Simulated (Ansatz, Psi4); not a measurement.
Molecule: dihydroxy(dimethyl)silane, C$_{2}$H$_{8}$O$_{2}$Si, net charge 0, singlet state. SMILES: C[Si](C)(O)O
Geometry: optimised at B3LYP-D3(BJ)/def2-TZVP (Ansatz, a first-principles code).

wB97X-D/6-31G* beside other levels, property by property. Set-up: non-relativistic; each state is the SCF solution reached for its charge and spin; spin-orbit terms left out; UHF or UKS for open shells; 6-31G* and kin with 6d, 5d where marked; atomisation electronic, to ground-state atoms; 6-311+G** with 5d, 6d on Na to Ar in Ansatz; dispersion terms only where a functional's name holds one; valence correlation only. CBS(X,Y): correlation extrapolated as X^-3; Hartree-Fock from the larger set. [CCSD(T)-MP2]/basis is that difference in the basis named. First-principles rows: single points at B3LYP-D3(BJ) geometries (Ansatz), with unscaled harmonic terms from B3LYP/6-31G* (Ansatz) at its own minima, enthalpies of formation by atomisation with measured atoms.

Coupled cluster (Ansatz) is a level with limits of its own, used here on species with T1 under 0.025 (0.045 for open shells) and stable references: (a) RI-MP2/CBS(aug-cc-pV(T+d)Z,aug-cc-pV(Q+d)Z)+[CCSD(T)-MP2]/aug-cc-pV(T+d)Z; (b) CCSD(T)/CBS(cc-pV(T+d)Z,cc-pV(Q+d)Z).

| property | wB97X-D/6-31G* (Psi4) | HF/6-31G* (Ansatz) | B3LYP/6-311+G** (Ansatz) | B3LYP/def2-TZVPD (Ansatz) | to compare with |
|---|---|---|---|---|---|
| C-H bond dissociation enthalpy at 298 K, to [CH2][Si](C)(O)O + H atom (kcal/mol) | 99.8 | 73.0 | 97.9 | 97.8 | 100.4 coupled cluster (b) |
| vertical ionisation energy to the doublet (eV) | 10.02 | 10.08 | 10.07 | 10.02 | 10.62 coupled cluster (a) |
| C-Si bond dissociation enthalpy at 298 K, to [CH3] (CH3) + C[Si](O)O (kcal/mol) | 95.6 | 71.4 | 85.0 | 85.8 | 95.1 coupled cluster (b) |
| enthalpy of formation at 298 K (kcal/mol) | -159.5 | 157.6 | -151.3 | -166.4 | -185.3 coupled cluster (b) |
| atomisation energy (kcal/mol) | 1195.8 | 878.7 | 1187.6 | 1202.7 | 1221.6 coupled cluster (b) |
| proton affinity at O (heteroatom site), enthalpy at 298 K, to C[Si](C)(O)[OH2+] (kcal/mol) | 197.7 | 194.4 | 194.7 | 192.3 | 191.4 coupled cluster (b) |

As the rows show:
- C-H bond dissociation enthalpy at 298 K, to [CH2][Si](C)(O)O + H atom: wB97X-D/6-31G* lies 0.6 kcal/mol below coupled cluster.
- vertical ionisation energy to the doublet: wB97X-D/6-31G* lies 0.60 eV below coupled cluster.
- C-Si bond dissociation enthalpy at 298 K, to [CH3] (CH3) + C[Si](O)O: wB97X-D/6-31G* lies 0.5 kcal/mol above coupled cluster.
- enthalpy of formation at 298 K: wB97X-D/6-31G* lies 25.8 kcal/mol above coupled cluster.
- atomisation energy: wB97X-D/6-31G* lies 25.8 kcal/mol below coupled cluster.
- proton affinity at O (heteroatom site), enthalpy at 298 K, to C[Si](C)(O)[OH2+]: wB97X-D/6-31G* lies 6.3 kcal/mol above coupled cluster.

The properties are those with a value to compare with, at most eight drawn at random. No case is left out for the size of its miss. Left out are saddle points of the reference geometry, anions that the best level run finds unbound, excited spin states, species near biochemistry, 298 K rows of species without real B3LYP wavenumbers, cases with under five habitual levels, runs that failed or that the program found above a lower state of the same kind, table entries that another table contradicts, and a share of species set aside by lot.
